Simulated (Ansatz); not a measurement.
```yaml
crystal:
  periodic: [false, false, false]
  atoms:
    - {symbol: C, position_ang: [1.212774, 1.770535, 0.874822]}
    - {symbol: C, position_ang: [1.350724, 0.451142, 0.194419]}
    - {symbol: C, position_ang: [0.398421, -0.256068, -0.414702]}
    - {symbol: C, position_ang: [0.706918, -1.582362, -1.038117]}
    - {symbol: C, position_ang: [-1.037130, 0.179132, -0.512083]}
    - {symbol: C, position_ang: [-1.919695, -0.459333, 0.557172]}
    - {symbol: H, position_ang: [1.886330, 2.512125, 0.432638]}
    - {symbol: H, position_ang: [0.199014, 2.168992, 0.829727]}
    - {symbol: H, position_ang: [1.489494, 1.692109, 1.931515]}
    - {symbol: H, position_ang: [2.352510, 0.024625, 0.212518]}
    - {symbol: H, position_ang: [0.073457, -2.374280, -0.624609]}
    - {symbol: H, position_ang: [1.748324, -1.868681, -0.883679]}
    - {symbol: H, position_ang: [0.513051, -1.560081, -2.116230]}
    - {symbol: H, position_ang: [-1.420427, -0.093086, -1.502151]}
    - {symbol: H, position_ang: [-1.116761, 1.266084, -0.443302]}
    - {symbol: H, position_ang: [-2.964190, -0.162591, 0.434785]}
    - {symbol: H, position_ang: [-1.595210, -0.158116, 1.555823]}
    - {symbol: H, position_ang: [-1.877612, -1.550153, 0.511447]}
basis:
  gaussian: {orbitals: aug-cc-pVDZ}
total_charge: -1
magnetization: {spin_polarized: true, initial_magnetization: 2}
hamiltonian: {xc: {name: HSE06}}
correlation: {method: rpa, electrons: all}
```

```sh
$ ansatz run in.yaml --threads 2 --pin off --events-out ev --progress --plain --max-ram 22528MiB --backend cpu
```

Shortened log:

```
Error: a molecule whose nuclei and cores have a total charge of 48 cannot have a net charge of -1 together with 2 unpaired electrons
```

What is wrong with this run?

The number of unpaired electrons doesn't fit the electron count. The program refused the input.

HSE06 is defined as in plane-wave codes.
